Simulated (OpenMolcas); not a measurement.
**A ladder of methods for BN (boron nitride)**

The species is BN (2 atoms), meant as a triplet with charge 0. SMILES: `B#N`. Geometry: relaxed at GFN2-xTB.

```xyz
2

B     0.0000    0.0000    0.0000
N     0.0000    0.0000    1.2684
```

Quantity: the vertical energy of the singlet above the triplet, in eV. The values are calculated.

```json
{"level": "USVWN5/STO-3G", "kind": "LDA", "program": "OpenMolcas", "value (eV)": "-0.45", "less FCI/STO-3G": "+0.39"}
{"level": "UPBE/STO-3G", "kind": "GGA", "program": "OpenMolcas", "value (eV)": "-0.16", "less FCI/STO-3G": "+0.68"}
{"level": "UB3LYP/STO-3G", "kind": "global hybrid", "program": "OpenMolcas", "value (eV)": "0.28", "less FCI/STO-3G": "+1.12"}
{"level": "UM06-2X/STO-3G", "kind": "hybrid meta-GGA", "program": "OpenMolcas", "value (eV)": "0.56", "less FCI/STO-3G": "+1.40"}
{"level": "UPBE0/STO-3G", "kind": "global hybrid", "program": "OpenMolcas", "value (eV)": "0.44", "less FCI/STO-3G": "+1.28"}
{"level": "CASSCF(4,4)/STO-3G", "kind": "multireference", "program": "OpenMolcas", "value (eV)": "-0.20", "less FCI/STO-3G": "+0.64"}
{"level": "SC-NEVPT2(4,4)/STO-3G", "kind": "multireference", "program": "OpenMolcas", "value (eV)": "-0.47", "less FCI/STO-3G": "+0.37"}
{"level": "FCI/STO-3G", "kind": "exact in the basis", "program": "OpenMolcas", "value (eV)": "-0.84", "less FCI/STO-3G": "0.00"}
```

FCI/STO-3G is exact within its basis and frozen core, so for wave-function methods in that basis the difference is their error; functionals converge differently with the basis, so for them it is only a difference. The values span -0.84 to 0.56 eV. All rows use very small basis sets, so even the best lies far from the true value.
